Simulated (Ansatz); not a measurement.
A calculation on 1T (CdI2-type) VSe2 returned lattice constant a 3.275 Å, lattice parameter c 6.165 Å, equilibrium volume per atom 19.09 Å³/atom.

For reference: equilibrium volume per atom 19.93 Å³/atom (measured, temperature not stated, not corrected to a static lattice, from a published cell, temperature and pressure not stated; as tabulated in Zeitschrift fuer Anorganische und Allgemeine Chemie 242, 49 (1939)).

**Question.** Which level of theory produced these numbers?
A. r²SCAN-D4 (Ansatz, an electronic-structure program)
B. PBEsol (Ansatz)
C. LDA (Ansatz)
D. r²SCAN+rVV10 (Ansatz)

**Answer.** B, PBEsol (Ansatz)

The others give: r²SCAN-D4 3.334 Å, 6.275 Å, 20.14 Å³/atom; r²SCAN+rVV10 3.332 Å, 6.223 Å, 19.95 Å³/atom; LDA 3.253 Å, 5.950 Å, 18.18 Å³/atom.

Unless a cell is named, each level is at its own relaxed cell (LDA 18.18, PBEsol 19.09, r²SCAN-D4 20.14, r²SCAN+rVV10 19.95 Å³/atom).

Caveats: the cell comes from a level without a dispersion term, which matters for the spacing of layers, chains or molecules (LDA, PBEsol). Ansatz's density-functional and Hartree–Fock values are scalar-relativistic unless marked +SOC, with PAW data made under PBE.
